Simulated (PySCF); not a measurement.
# PH (SMILES [PH]): U-r2SCAN/cc-pVTZ

What is the energy change on altering one bond length of PH at U-r2SCAN/cc-pVTZ? 

Program for the calculation: PySCF 2.14.0.

4 further runs of the same task are left out: 4 set aside as unsound or not needed.

### Step 1. The system as given

PH: 2 atoms, total charge 0, spin state triplet. SMILES: `[PH]`. The shape is that of a PBE0-D4/def2-TZVP optimisation.

Bond lengths: P1–H2 1.428 Å.

### Step 2. A single-point energy at U-r2SCAN/cc-pVTZ

Contents of input.py:

```python
# HP
from pyscf import gto, dft

system = gto.M(
    atom='''
P    0.000000   0.000000  -0.014610
H    0.000000   0.000000   1.413680
''',
    charge=0,
    max_memory=1860,
    basis='cc-pvtz',
    verbose=3,
    spin=2,
)

ks = dft.UKS(system)
ks.xc = 'r2scan'
ks.grids.level = 5
ks.conv_tol = 1e-10
ks.kernel()
if not ks.converged:
    ks = ks.newton().run(ks.mo_coeff, ks.mo_occ)

etot = ks.e_tot
print('E = %.10f Eh' % etot)
```

The run is started by

```console
$ OMP_NUM_THREADS=1 python input.py
```

Log:

```text
WARN: HOMO -0.205120266973759 >= LUMO -0.205120266973762

converged SCF energy = -341.862308312943  <S^2> = 2.0127798  2S+1 = 3.0085078
E = -341.8623083129 Eh
```

Wall time 6.3 s (1 thread of Arm Neoverse V2, shared host); peak memory 0.28 GiB.

### Step 3. The distorted shape, same level

Contents of input.py:

```python
from pyscf import gto, dft

mol = gto.M(
    atom=[
    ('P', (-0.000000, -0.000000, -0.228820)),
    ('H', (0.000000, 0.000000, 1.413680)),
],
    spin=2,
    basis='cc-pvtz',
    max_memory=1860,
    charge=0,
    verbose=3,
)

calc0 = dft.UKS(mol, xc='r2scan')
calc0.grids.level = 5
calc0.conv_tol = 1e-10
calc0.kernel()
if not calc0.converged:
    calc0 = calc0.newton().run(calc0.mo_coeff, calc0.mo_occ)

e_tot = calc0.e_tot
print('E(%s) = %.9f' % ('R2SCAN', e_tot))
```

The run is started by

```console
$ OMP_NUM_THREADS=1 python input.py
```

Log:

```text
WARN: HOMO -0.200908938512855 >= LUMO -0.20090893851286

converged SCF energy = -341.850320510425  <S^2> = 2.0133154  2S+1 = 3.0088639
E(R2SCAN) = -341.850320510
```

It took 6 s on 1 thread of Arm Neoverse V2, shared host; peak memory 0.28 GiB.

### Step 4. Outcome

At U-r2SCAN/cc-pVTZ:

| quantity | value |
| --- | --- |
| first shape: total energy | -341.86231 Eh |
| first shape: dipole moment | 0.52 D |
| first shape: HOMO energy (highest over α and β) | -6.57 eV |
| first shape: LUMO energy (lowest over α and β) | -3.42 eV |
| first shape: ⟨S²⟩ | 2.013 |
| distorted shape: total energy | -341.85032 Eh |
| distorted shape: dipole moment | 0.23 D |
| distorted shape: HOMO energy (highest over α and β) | -6.61 eV |
| distorted shape: LUMO energy (lowest over α and β) | -3.47 eV |
| distorted shape: ⟨S²⟩ | 2.013 |
| energy change with the P1–H2 bond stretched from 1.428 to 1.643 Å | 0.326 eV |

In words: With the P1–H2 bond stretched from 1.428 to 1.643 Å the energy rises by 0.33 eV (7.5 kcal/mol). The first shape isn't relaxed at this level, so the change isn't measured from a minimum.
